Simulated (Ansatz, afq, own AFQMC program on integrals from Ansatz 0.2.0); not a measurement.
## CHO, doublet → CHO, quartet

```json
{"atom": "O", "x (Å)": "0.0000", "y (Å)": "0.0746", "z (Å)": "0.5425"}
{"atom": "C", "x (Å)": "0.0000", "y (Å)": "-0.1522", "z (Å)": "-0.6041"}
{"atom": "H", "x (Å)": "0.0000", "y (Å)": "0.6297", "z (Å)": "-1.4126"}
```

Connectivity, by distances: O–CH.

E(quartet, charge +0) − E(doublet, charge +0) at this geometry, on UHF and UHF determinants.

Basis cc-pVDZ. Only valence electrons are correlated. Ansatz 0.2.0 and our own AFQMC program on the same integrals; the CISD trial comes from CCSD amplitudes, and released means the phaseless constraint is let go. ± is one standard error of the sampling. The errors of all members are added in quadrature.

No full CI on the walks' own integrals is used here; CCSDT(Q) serves as the reference and is uncertain by about the last step of the cluster series. Each member takes its own surest rung, up to full CI.

Errors are counted within cc-pVDZ, not against nature.

Cautions: CHO (quartet): another spin lies lower; the upper state may be diffuse, so the gap hangs on the basis.

```
level  vertical spin gap (eV)
 CCSD                   6.377
   HF                   4.707
```

Problem. From these cheaper values, estimate the vertical spin gap at the reference level in cc-pVDZ.

Solution. 6.553 eV (CCSDT(Q) in cc-pVDZ).

| level | vertical spin gap (eV) | error against CCSDT(Q) (eV) |
| --- | --- | --- |
| MP2 | 6.795 | 0.242 |
| CCSD(T) | 6.532 | -0.021 |
| CCSDT | 6.532 | -0.021 |
| ph-AFQMC/CISD | 6.544 ± 0.006 | -0.009 ± 0.006 |
| released AFQMC | 6.549 ± 0.010 | -0.004 ± 0.010 |

Correlation beyond CCSD(T) adds 0.021 eV. The perturbative (T) step is worth +0.154 eV.

A walk keeps the symmetry of its determinant, which the program's search chose and which needn't be the lowest solution, so a lower state of the same spin and another symmetry isn't excluded. Released energies are given only where the last usable release times agree within the noise; a slower fall can still hide under it.
